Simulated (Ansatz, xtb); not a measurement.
**CHMgO: where a starting geometry ends**

The starting geometry of this gas-phase doublet was built from a drawn formula by distance geometry and a force field; its bonds are those of `O=[CH][Mg]`.

```xyz
4

C    -0.4626    0.4058   -0.1255
Mg   -1.8649    0.8287    1.4014
O    -0.7520    0.4924   -1.3002
H     0.5880    0.0939    0.1252
```

Problem. Where would you expect an optimisation with r2SCAN-D4/def2-SVP to take it?

Solution. It rearranges to `[CH]1[O][Mg]1`. Contacts that close: Mg2–O3 (2.94 → 2.12 Å).

The energy falls by 0.21 eV over 15 steps:

```tsv
step	E − E(last) (eV)
1	0.206
3	0.100
4	0.096
6	0.092
7	0.090
9	0.068
10	0.030
12	0.013
13	0.000
15	0.000
```

Final geometry (Å):

```csv
atom,x (Å),y (Å),z (Å)
C,-0.2244,0.3360,0.1135
Mg,-2.0500,0.8827,1.0157
O,-1.0266,0.5755,-0.8184
H,0.8095,0.0266,-0.2099
```

From the same start GFN2-xTB reaches the same bonding as this run.

The end wasn't checked by frequencies. Open shells are spin-unrestricted. Run with Ansatz 0.2.0, 73 s on 1 thread of Arm Neoverse V1, on a shared host.
